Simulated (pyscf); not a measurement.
## Routes from Cl–CH₂–Cl (SMILES ClCCl) + CH₃• (SMILES [CH3])

Candidate steps break at most two bonds and form at most two. Each was searched with GFN2-xTB (tblite) first. Optimised with ωB97X-D3(BJ)/def2-SVP in PySCF. Energies: ωB97M-D3(BJ)/def2-TZVP, eV, from the separated reactants, doublet surface; ΔG‡ with ideal gas, 1 atm, RRHO with modes under 100 cm⁻¹ raised to 100, one conformer, R ln 2 for chiral ones without a mode under 150 cm⁻¹.

```
products                          type   ΔE‡     ΔE  ΔG‡ 298 K  ΔG‡ 900 K  ν‡ (cm⁻¹)
----------------  --------------------  ----  -----  ---------  ---------  ---------
Cl–CH•–Cl + CH₄   hydrogen abstraction  0.47  -0.44       0.78       1.52      1806i
Cl• + H₃C–CH₂–Cl     substitution at C  1.31  -0.61       1.78       2.60      1021i
```

Row 2: On the product side the descent ends in what is likely a three-electron adduct, which functionals tend to overbind, 0.29 eV under the separated species and 2.22 eV under the saddle at ωB97X-D3(BJ)/def2-TZVP. 

Plain bond fissions and candidates not yet searched are not listed, and one of them may be faster. Each barrier is that of the saddle found; lower ones may exist. Left out: orbital degeneracy and the spin-orbit lowering of Cl.
